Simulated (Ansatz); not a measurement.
CH3FMg, SMILES `[CH3][Mg][F]`, relaxed with RKS PBE-D4/def2-SVP in Ansatz from a rough embedded geometry. The force threshold is 0.03 eV/Å; the program also tests the step.

Charge 0, multiplicity 1.

Start:

```xyz
6

C    -0.107    0.849    0.330
Mg    0.140   -1.210   -0.492
F     0.339   -3.047   -1.233
H    -0.427    1.491   -0.432
H    -0.850    0.784    1.119
H     0.904    1.132    0.708
```

(1) By how much does the energy fall, and how many steps does the optimiser take? (Best estimate.)

(2) Which bonds change most? (An estimate is asked.)

(3) Give the relaxed structure. (An estimate is asked.)

## Answers

(1) Computed: 48.57 kJ/mol, in 3 steps.

(2) The calculation gave: Mg2–F3 from 1.991 to 1.780 Å; C1–Mg2 from 2.231 to 2.089 Å; C1–H4 from 1.046 to 1.110 Å; C1–H5 from 1.085 to 1.110 Å.

(3) Ansatz gave: 
```xyz
6

C    -0.081    0.728    0.297
Mg    0.133   -1.197   -0.486
F     0.314   -2.836   -1.156
H    -0.419    1.446   -0.481
H    -0.826    0.751    1.119
H     0.879    1.109    0.707
```
